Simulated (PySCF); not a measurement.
```xyz
3
charge 0 multiplicity 2, angstrom
S    -0.0886    0.0000   -0.4700
O    -1.2616    0.0000    0.3827
F     1.2112    0.0000    0.4690
```

Method: UPBE0 in PySCF with S def2-TZVP, O def2-TZVP, F def2-TZVP; no relativity; density-fitted integrals.

This geometry of SOF is a stationary point at this level.

(1) What is the point group?

(2) Is it a minimum?

(3) List the harmonic modes with their infrared intensities.

(4) Give the atomic charges and bond orders.

## Answers

(1) Cs.

(2) Yes: all harmonic wavenumbers are real.

(3) 
| symmetry | ω (cm⁻¹) | IR (km/mol) | type |
| --- | --- | --- | --- |
| a' | 407 | 9.9 | bend |
| a' | 786 | 172 | stretch |
| a' | 1262 | 74.2 | stretch |

(4) 
```
atom  Mulliken  Löwdin  polar tensor  spin (Mulliken)  Mayer order to S1
  S1      0.54    0.44          1.00             0.61                  –
  O2     -0.33   -0.29         -0.44             0.35               1.96
  F3     -0.21   -0.15         -0.56             0.04               0.97
```

Only a few start shapes were tried, so a lower isomer may exist.
